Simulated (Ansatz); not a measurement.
GeH2⁺, doublet: reading a ladder of total energies

Geometry: displaced at random from a stationary point.

```xyz
3

Ge   -0.0006   -0.0210    0.0009
H    -0.0015    0.7280   -1.3601
H     0.0465    0.7873    1.2970
```

Basis aug-cc-pVDZ; Ansatz 0.2.0. Correlated methods freeze the noble-gas cores and the filled d shells of p-block atoms, which leaves 5 electrons in 40 orbitals. R marks a restricted (for open shells ROHF) determinant. No spin–orbit coupling is included, and no scalar relativity.

Full CI is exact within this basis and frozen core; it isn't the basis-set limit.

Runs differ by some tens of microhartree through their thresholds and, for an open shell, their frozen cores, so steps under 0.03 kcal/mol mean nothing.

```csv
level,total energy (hartree)
RHF,-2076.151730
RMP2,-2076.214501
RCCSD,-2076.235067
RCCSD(T),-2076.236530
RCCSDT,-2076.237051
RCCSDT(Q),-2076.237073
full CI,-2076.237053
```

**Question.** What is the correlation energy at full CI, and what share of it do RMP2 and RCCSD recover?

**Answer.** E(corr) = -2076.237053 − (-2076.151730) = -0.085323 hartree = -2.322 eV. RMP2: -0.062771 / -0.085323 = 73.57 %. RCCSD: -0.083337 / -0.085323 = 97.67 %.

**Question.** By how many kcal/mol does RCCSD(T) miss full CI (1 hartree = 627.509 kcal/mol), and which steps make up the rest?

**Answer.** -2076.236530 − (-2076.237053) = 0.000523 hartree = 0.33 kcal/mol. Steps: RCCSDT − RCCSD(T) = -0.33, RCCSDT(Q) − RCCSDT = -0.01, full CI − RCCSDT(Q) = 0.01 kcal/mol. That is within 1 kcal/mol of the reference in this basis, which itself misses far more of the correlation at the basis-set limit.
